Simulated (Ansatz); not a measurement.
Relaxation of C3H5NS (10 atoms, charge 0, multiplicity 1), to a largest force component of 0.015 eV/Å in at most 40 steps.

Theory: RKS B3LYP-D4/def2-mTZVP in Ansatz 0.2.0.

```xyz
10
Properties=species:S:1:pos:R:3
C -0.387 -0.889 0.480
C 0.114 0.269 -0.413
S 1.742 0.754 0.179
C -0.737 1.427 -0.448
N -1.562 2.292 -0.499
H -0.574 -0.502 1.504
H 0.250 -1.718 0.471
H -1.377 -1.156 0.095
H 0.250 -0.094 -1.388
H 1.992 1.726 -0.727
```

**Question.** Where does it end, and by what steps?

**Answer.** It converged. After 5 steps the energy has fallen by 0.308 eV; C4 moved furthest, 0.07 Å.

| step | energy less start (eV) | largest force component (eV/Å) | accepted |
| --- | --- | --- | --- |
| 0 | 0.0000 | 4.250 | yes |
| 1 | -0.2771 | 0.707 | yes |
| 2 | -0.2989 | 0.217 | yes |
| 3 | -0.3037 | 0.132 | yes |
| 4 | -0.3075 | 0.076 | yes |
| 5 | -0.3078 | 0.008 | yes |

```xyz
10
Properties=species:S:1:pos:R:3
C -0.426 -0.856 0.477
C 0.108 0.265 -0.418
S 1.780 0.775 0.217
C -0.798 1.405 -0.457
N -1.518 2.305 -0.497
H -0.545 -0.511 1.504
H 0.265 -1.698 0.466
H -1.395 -1.196 0.113
H 0.232 -0.106 -1.435
H 2.009 1.729 -0.716
```

Whether the end is a true minimum wasn't checked by a vibrational analysis.

Run time: 13 s on 2 threads of AMD EPYC 9R14 (Zen 4) (shared host), peak memory 0.25 GiB.
